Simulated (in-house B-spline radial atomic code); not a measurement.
RPA and G0W0 for He, 1s2, as one setting changes: the radius of a hard wall (bohr). Start: Hartree-Fock. A dash marks a level of low quasi-particle weight. Computed with an all-electron radial atomic-structure program (B-spline basis): all electrons, non-relativistic, point nucleus, each spin shell either full or empty, empty states to l = 9 with an (l + 1/2)⁻⁴ tail; G0W0 by contour deformation at full frequency.

```json
{"radius of a hard wall (bohr)": "2", "mean-field level (eV)": "-17.939", "G0W0 level (eV)": "1s -18.648", "RPA correlation (Eh)": "-0.069208"}
{"radius of a hard wall (bohr)": "2.5", "mean-field level (eV)": "-22.300", "G0W0 level (eV)": "1s -22.717", "RPA correlation (Eh)": "-0.067694"}
{"radius of a hard wall (bohr)": "3", "mean-field level (eV)": "?", "G0W0 level (eV)": "?", "RPA correlation (Eh)": "?"}
{"radius of a hard wall (bohr)": "3.5", "mean-field level (eV)": "?", "G0W0 level (eV)": "?", "RPA correlation (Eh)": "?"}
{"radius of a hard wall (bohr)": "4", "mean-field level (eV)": "-24.833", "G0W0 level (eV)": "1s -24.740", "RPA correlation (Eh)": "-0.067123"}
{"radius of a hard wall (bohr)": "5", "mean-field level (eV)": "-24.961", "G0W0 level (eV)": "1s -24.776", "RPA correlation (Eh)": "-0.067148"}
{"radius of a hard wall (bohr)": "6", "mean-field level (eV)": "-24.977", "G0W0 level (eV)": "1s -24.775", "RPA correlation (Eh)": "-0.067152"}
{"radius of a hard wall (bohr)": "8", "mean-field level (eV)": "-24.979", "G0W0 level (eV)": "1s -24.775", "RPA correlation (Eh)": "-0.067149"}
{"radius of a hard wall (bohr)": "12", "mean-field level (eV)": "-24.979", "G0W0 level (eV)": "1s -24.775", "RPA correlation (Eh)": "-0.067145"}
```

(1) What belongs in the row for 3.5?

(2) What belongs in the row for 3?

Answers

(1) mean-field level (eV): -24.585; G0W0 level (eV): 1s -24.596; RPA correlation (Eh): -0.067118.

(2) mean-field level (eV): -23.944; G0W0 level (eV): 1s -24.122; RPA correlation (Eh): -0.067212.
